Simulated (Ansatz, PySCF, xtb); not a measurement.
Dissociation curve of FLi, singlet.

UKS-B3LYP/6-311+G** = unrestricted B3LYP/6-311+G**, spherical d in PySCF; GFN1-xTB (xtb); UKS-M06-2X/6-31G* = unrestricted M06-2X/6-31G*, spherical d run with PySCF 2.14.0; FCI = full CI/cc-pVDZ, frozen core (Ansatz, a quantum-chemistry and plane-wave program).

Energies relative to the lowest point of each curve between 1.34 and 1.94 Å, where full CI is lowest, in kcal/mol; the last columns give the difference from FCI:

```
R / Å  UKS-B3LYP/6-311+G**  GFN1-xTB  UKS-M06-2X/6-31G*    FCI  UKS-B3LYP/6-311+G** − FCI  GFN1-xTB − FCI  UKS-M06-2X/6-31G* − FCI
-----  -------------------  --------  -----------------  -----  -------------------------  --------------  -----------------------
1.34                  16.2       8.5               15.7   21.0                       -4.8           -12.6                     -5.3
1.44                   4.7       1.3                3.4    6.3                       -1.6            -4.9                     -2.9
1.52                   0.7       0.0                0.0    1.2                       -0.4            -1.2                     -1.2
1.60                   0.0       0.9                0.3    0.0                        0.0             0.9                      0.3
1.69                   1.7       3.6                3.3    1.6                        0.0             1.9                      1.7
1.77                   4.5       6.7                7.5    4.8                       -0.3             1.9                      2.7
1.80                   5.8       8.0                9.2    6.2                       -0.4             1.8                      3.0
1.86                   8.7      10.8               13.0    9.5                       -0.8             1.3                      3.5
1.94                  12.9      14.6               18.4   14.3                       -1.4             0.3                      4.1
2.02                  17.4      18.5               23.9   19.4                       -2.0            -0.9                      4.5
2.08                  20.8      21.5               28.1   23.4                       -2.6            -1.9                      4.8
2.18                  26.5      26.4               35.2   30.1                       -3.6            -3.7                      5.1
2.31                  33.8      32.7               44.2   38.9                       -5.1            -6.2                      5.3
2.48                  42.8      40.6               55.6   50.0                       -7.3            -9.5                      5.5
2.69                  53.0      49.8               68.7   63.2                      -10.2           -13.4                      5.5
2.96                  64.5      60.6               83.7   78.6                      -14.1           -18.0                      5.1
3.28                  75.9      71.5               98.6   94.4                      -18.5           -22.9                      4.2
3.64                  86.1      81.1              109.7  108.1                      -22.0           -27.0                      1.6
4.06                  94.0         —              117.0  117.6                      -23.6               —                     -0.6
4.62                 100.6         —              122.5  121.7                      -21.1               —                      0.8
5.31                 105.6         —              126.2  122.7                      -17.1               —                      3.5
```

UKS-B3LYP/6-311+G** is furthest from FCI at 4.06 (-23.6 kcal/mol, below); its mean absolute difference over the points is 7.5 kcal/mol.

GFN1-xTB is furthest from FCI at 3.64 (-27.0 kcal/mol, below); its mean absolute difference over the points is 7.2 kcal/mol.

UKS-M06-2X/6-31G* is furthest from FCI at 2.48 (5.5 kcal/mol, above); its mean absolute difference over the points is 3.4 kcal/mol.

A dash means that the run gave no value there, or that the column was ended at a point which the program doubted or which failed a test of continuity chosen for this set; such a test can also cut sound points.

The scan ran from 1.34 to 6.28 Å; beyond the distances shown full CI changes its symmetry label. The unrestricted determinant behind UKS-B3LYP/6-311+G** is spin-contaminated at 3.64 to 5.31 Å (<S²> up to 0.4, against 0.00 for a pure singlet). The unrestricted determinant behind UKS-M06-2X/6-31G* is spin-contaminated at 3.64 to 5.31 Å (<S²> up to 0.7, against 0.00 for a pure singlet).
